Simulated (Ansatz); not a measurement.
A nudged elastic band was laid between two geometries of H3MgSSi (6 atoms, charge 1, multiplicity 1).

These are results of RKS B3LYP-D4/cc-pVDZ in Ansatz, not measurements.

```
movable images  : 5
climbing image  : yes
spring          : 5.0 eV/Å²
optimiser       : quadratic models (default)
start path      : through a guess of the saddle point
force threshold : 0.05 eV/Å
iteration limit : 60
end points      : relaxed
```

Image 0:

```xyz
6
Properties=species:S:1:pos:R:3
Mg -2.055 -0.080 -1.005
Si 0.513 0.237 -0.149
S 1.084 -0.584 1.691
H -3.638 -0.309 -1.479
H 1.709 0.920 -0.742
H 2.388 -0.185 1.683
```

Image 6:

```xyz
6
Properties=species:S:1:pos:R:3
Mg -0.935 -1.709 -1.773
Si -0.301 0.364 -0.184
S 0.453 -0.352 1.682
H -1.628 1.005 0.020
H 0.670 1.149 -0.996
H 1.740 -0.457 1.252
```

(1) Which bonds break or form, and what moves?

(2) What energy profile does the band end with?

(3) What is the geometry of the highest image?

(4) What are the harmonic wavenumbers there?

Results:

(1) Bonds broken: Mg1–H4. Bonds formed: Si2–H4.

(2) The run converged. The highest image is number 3 of 0 to 6, 111.0 kJ/mol above the first end and 180.8 kJ/mol above the last; the last end lies 69.8 kJ/mol below the first. A vibrational analysis at the climbing image gives one clearly imaginary mode, 269i cm⁻¹: a first-order saddle point. The orbitals stay closed-shell, which can raise the energy where a bond breaks towards radicals; this wasn't checked here.

```
image  path coordinate (Å)  energy (kJ/mol)  Mg1–H4 (Å)  Si2–H4 (Å)
    0                 0.00              0.0        1.67        4.39
    1                 1.62             40.3        1.65        4.34
    2                 3.25             42.1        1.66        3.86
    3                 4.87            111.0        1.77        2.16
    4                 6.11             58.4        2.55        1.52
    5                 7.35            -12.7        3.02        1.47
    6                 8.59            -69.8        3.33        1.49
```

(3) 
```xyz
6
Properties=species:S:1:pos:R:3
Mg -2.466 -0.972 0.339
Si 0.387 0.668 -0.966
S 0.317 -0.416 0.913
H -1.665 -0.010 -0.911
H 1.862 1.056 -0.824
H 1.564 -0.325 1.449
```

(4) 269i, 145, 154, 245, 404, 521, 525, 600, 702, 1245, 2017, 2646 cm⁻¹.

Run time: 10 min on 1 thread of Arm Neoverse N1, with other jobs on the host, peak memory 0.14 GiB.
